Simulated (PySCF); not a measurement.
C2H6O, SMILES COC. Atoms are numbered in the order given.

```xyz
9

C      1.1719     0.0000    -0.1949
O      0.0000     0.0000     0.5882
C     -1.1719     0.0000    -0.1949
H      1.2270    -0.8906    -0.8353
H      1.2270     0.8906    -0.8353
H      2.0207     0.0000     0.4872
H     -1.2270    -0.8906    -0.8353
H     -2.0207     0.0000     0.4872
H     -1.2270     0.8906    -0.8353
```

Geometry: B3LYP-D3(BJ)/def2-TZVP.

Calculation: PBE/pcJ-1 (PySCF).

Isotropic couplings with Fermi-contact, spin-dipole and both spin-orbit terms, one fixed conformer, no vibrational averaging. Isotopes: 13C, 1H.

```csv
pair,bonds apart,J (Hz)
C1–H4,1,129.1
C1–H5,1,129.1
C1–H6,1,137.4
C3–H7,1,129.1
C3–H8,1,137.4
C3–H9,1,129.1
C1–C3,2,-2.2
H4–H5,2,?
H4–H6,2,?
H5–H6,2,?
H7–H8,2,?
H7–H9,2,?
H8–H9,2,?
C1–H7,3,2.5
C1–H8,3,13.7
C1–H9,3,2.5
C3–H4,3,2.5
C3–H5,3,2.5
C3–H6,3,13.7
H4–H7,4,?
H4–H8,4,?
H4–H9,4,?
H5–H7,4,?
H5–H8,4,?
H5–H9,4,?
H6–H7,4,?
H6–H8,4,?
H6–H9,4,?
```

### Question
Some entries are withheld; supply them. (An estimate is asked for; the answer gives what the named calculation found.)

### Answer

- H4–H5, J (Hz): -7.3
- H4–H6, J (Hz): -10.1
- H5–H6, J (Hz): -10.1
- H7–H8, J (Hz): -10.1
- H7–H9, J (Hz): -7.3
- H8–H9, J (Hz): -10.1
- H4–H7, J (Hz): 0.5
- H4–H8, J (Hz): -0.6
- H4–H9, J (Hz): 0.8
- H5–H7, J (Hz): 0.8
- H5–H8, J (Hz): -0.6
- H5–H9, J (Hz): 0.5
- H6–H7, J (Hz): -0.6
- H6–H8, J (Hz): 1.4
- H6–H9, J (Hz): -0.6
